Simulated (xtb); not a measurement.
tert-butyl cation (C₄H₉), SMILES C[C+](C)C, charge +1. All values are semi-empirical tight-binding results from xtb (GFN2-xTB unless named), good for trends rather than for accurate numbers. Geometry: GFN2-xTB.

```json
{
 "point_group_as_xtb_finds_it": "C3h",
 "orbital_gap": "3.69 eV",
 "zero_point_energy": "71.4 kcal/mol",
 "G − E(el) at 298.15 K (modified RRHO)": "53.8 kcal/mol",
 "static polarisability (D4 model)": "45.7 bohr³",
 "solvation energy, GFN2-xTB/ALPB(water)": "-58.7 kcal/mol",
 "solvation energy, GFN2-xTB/ALPB(chcl3)": "-50.6 kcal/mol"
}
```

Computed IR lines (harmonic; lines under 4 % of the strongest left out, lines within 3 cm⁻¹ merged):
ν (cm⁻¹): 192 (w), 996 (w), 1020 (w), 1278 (vs), 1367 (w), 1459 (m), 2935 (w), 2969 (w) (against the strongest line: vs over 80 %, s over 45 %, m over 15 %, w over 4 %, vw less)
